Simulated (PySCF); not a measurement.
Compound: CS₂.
SMILES: `S=C=S`

Method: PBE0-D3(BJ)/def2-TZVP geometry optimisation, gas phase in PySCF 2.14.0.

Take the most abundant isotopes and a rigid rotor. 

(1) What are the moment of inertia and the rotational constant?

(2) List the first levels of a rigid rotor in a Σ state.

(3) Has it a pure rotational spectrum?

## Answers

(1) I = 153.317 u·Å², B = 505379 MHz·u·Å²/I = 3296 MHz (0.1100 cm⁻¹, or 0.158 K as hB/k).

(2) E(J) = BJ(J+1): J = 1: 0.220, J = 2: 0.660, J = 3: 1.319, J = 4: 2.199, J = 5: 3.299, J = 6: 4.618 cm⁻¹. The exchanged nuclei have no spin, so only every second level exists.

(3) Not by electric dipole: D∞h allows no dipole (computed 0.00 D). Rotational Raman lines (ΔJ = 2) lie at B(4J + 6), spaced by 8B = 0.880 cm⁻¹ as every second level is missing.

PBE0-D3(BJ)/def2-TZVP frequencies: not computed here. No vibrational averaging or centrifugal distortion is included, and the geometry carries the error of its method.

On one thread, Intel Xeon at 2.30 GHz (x86_64), on a shared host, this took 6.8 s wall and 0.41 GiB of memory at its peak. These figures are those of the optimisation.
